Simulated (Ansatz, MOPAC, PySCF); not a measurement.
Gas-phase reaction in SMILES: [SiH2]=C (CH4Si) + 2 [H][H] (H2) → C (CH4) + [SiH4] (SiH4)

Wanted: energy of full hydrogenation (enthalpy at 298 K), in kcal/mol. Conventions: dispersion terms only where a functional's name holds one; non-relativistic; spin-orbit terms left out. First-principles rows: single points at B3LYP-D3(BJ) geometries (Ansatz, a program for electronic structure), with unscaled harmonic terms from B3LYP/6-31G* at its own minima. Semi-empirical rows: MOPAC heats of formation at their own minima for 298 K.

```json
[
 {"species": "C=[SiH2] (CH4Si)", "coefficient": "-1", "E at BP86/def2-SVP (PySCF), Eh": "-329.84297", "E at PBE0/def2-TZVPD (Ansatz), Eh": "-329.78510", "H(298 K) - E, kcal/mol": "28.16", "heat of formation at MNDO (MOPAC), kcal/mol": "38.02"},
 {"species": "[H][H] (H2)", "coefficient": "-2", "E at BP86/def2-SVP (PySCF), Eh": "-1.17203", "E at PBE0/def2-TZVPD (Ansatz), Eh": "-1.16825", "H(298 K) - E, kcal/mol": "8.44", "heat of formation at MNDO (MOPAC), kcal/mol": "0.72"},
 {"species": "C (CH4)", "coefficient": "+1", "E at BP86/def2-SVP (PySCF), Eh": "-40.48104", "E at PBE0/def2-TZVPD (Ansatz), Eh": "-40.47422", "H(298 K) - E, kcal/mol": "30.76", "heat of formation at MNDO (MOPAC), kcal/mol": "-11.96"},
 {"species": "[SiH4] (SiH4)", "coefficient": "+1", "E at BP86/def2-SVP (PySCF), Eh": "-291.81032", "E at PBE0/def2-TZVPD (Ansatz), Eh": "-291.75614", "H(298 K) - E, kcal/mol": "22.18", "heat of formation at MNDO (MOPAC), kcal/mol": "1.18"}
]
```

 1 Eh = 627.5095 kcal/mol.

Problem. Compute it at each level from the table.

Solution. 
- BP86/def2-SVP: the sum of coefficient times E is -0.10433 Eh, or -65.47 kcal/mol; the thermal terms add 7.90. Result: -57.6 kcal/mol.
- PBE0/def2-TZVPD: the sum of coefficient times E is -0.10876 Eh, or -68.25 kcal/mol; the thermal terms add 7.90. Result: -60.3 kcal/mol.
- MNDO: the sum of coefficient times heat of formation is -50.24 kcal/mol; it needs no thermal term.
